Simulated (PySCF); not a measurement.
Numbering as in the mapped SMILES `[CH3:1][CH2:2][CH2:3][O:4][CH2:5][CH3:6]`; H(Xn) means a hydrogen on atom n.

GIAO shifts from PySCF 2.14.0 with density-fitted response routines on PBE0-D3(BJ)/def2-TZVP geometries (one conformer, non-relativistic, equivalent nuclei averaged), against TMS at the same level and in the same medium; PCM means IEF-PCM chloroform.

Measured (solution, not stated per compound (mostly CDCl3 or CCl4); Pretsch, Buehlmann, Badertscher, Structure Determination of Organic Compounds, 4th ed. (2009)): C3 72.5, C2 23.2, C1 10.7 ppm.

Which unscaled values do B97-2/pcSseg-2, gas; WP04/pcSseg-2, PCM; wB97X-D/pcSseg-2, PCM give, and how close are they?

## Answers


```json
{"atoms": "C3", "measured": "72.5", "B97-2/pcSseg-2, gas": "79.5", "WP04/pcSseg-2, PCM": "80.7", "wB97X-D/pcSseg-2, PCM": "80.0"}
{"atoms": "C2", "measured": "23.2", "B97-2/pcSseg-2, gas": "28.2", "WP04/pcSseg-2, PCM": "30.3", "wB97X-D/pcSseg-2, PCM": "28.4"}
{"atoms": "C1", "measured": "10.7", "B97-2/pcSseg-2, gas": "12.5", "WP04/pcSseg-2, PCM": "14.2", "wB97X-D/pcSseg-2, PCM": "12.2"}
```

Mean absolute error for 13C: B97-2/pcSseg-2, gas 4.6, WP04/pcSseg-2, PCM 6.3, wB97X-D/pcSseg-2, PCM 4.7 ppm.
